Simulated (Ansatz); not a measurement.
Compare A (`COC(C)F`) with its isomer B (`CC(C)(O)F`).

Program: Ansatz. Geometries: PBE0-D4/def2-TZVP. ΔE: electronic, gas phase. CBS: MP2 limit from def2 TZ/QZ plus the TZ coupled-cluster correction, frozen cores. Functionals use def2-TZVPP. B3LYP here is the variant with VWN-RPA as its local correlation; programs differ in this. One conformer a species, not always the lowest.

A:

```xyz
12

C    -0.679   -1.114    1.344
O    -0.757   -0.134    0.331
C     0.449    0.182   -0.236
C     0.230    1.102   -1.400
F     1.255    0.823    0.701
H    -1.700   -1.340    1.646
H    -0.203   -2.028    0.968
H    -0.117   -0.748    2.208
H     1.002   -0.730   -0.510
H    -0.306    1.990   -1.063
H    -0.361    0.598   -2.165
H     1.188    1.399   -1.825
```

B:

Z-matrix (Å, degrees):
```
C
C 1 1.513
H 1 1.091 2 110.1
H 1 1.090 2 110.6 3 120.6
H 1 1.093 2 109.9 3 -120.0
C 2 1.507 1 114.3 3 -62.1
O 2 1.382 1 112.4 3 61.2
F 2 1.400 1 106.4 3 179.4
H 6 1.090 2 109.2 1 -179.0
H 6 1.090 2 110.1 1 -59.1
H 6 1.090 2 110.1 1 61.5
H 7 0.962 2 108.6 1 48.2
```

Task: Which is lower in electronic energy at CCSD(T)/CBS, and by how much? (An estimate is asked.)

Result: Computed: B, by 15.4 kcal/mol.

Task: Give E(B) − E(A) in kcal/mol with PBE0-D4, ωB97M-V, MP2/def2-TZVPP, CCSD(T)/def2-TZVPP, r2SCAN-D4, HF/def2-TZVPP, B3LYP-D4. (Estimate.)

Result: Ansatz gave: PBE0-D4 -14.6, ωB97M-V -15.0, MP2/def2-TZVPP -15.8, CCSD(T)/def2-TZVPP -14.8, r2SCAN-D4 -14.9, HF/def2-TZVPP -12.3, B3LYP-D4 -13.2. None reverses the order clearly.

Task: Does the order hold for the free energy at 298.15 K (harmonic terms from PBE0-D4)? (An estimate is asked.)

Result: The calculation gave: Yes: G(B) − G(A) = -15.4 kcal/mol, for one conformer each.

Largest T1 diagnostic: 0.011.

From BLYP to BHLYP (50 % exact exchange), in def2-TZVPP and without D4, E(B) − E(A) moves by −1.4 kcal/mol. At CCSD(T), def2-SVP lies +1.1 kcal/mol from the extrapolated value and def2-TZVPP +0.6 kcal/mol.
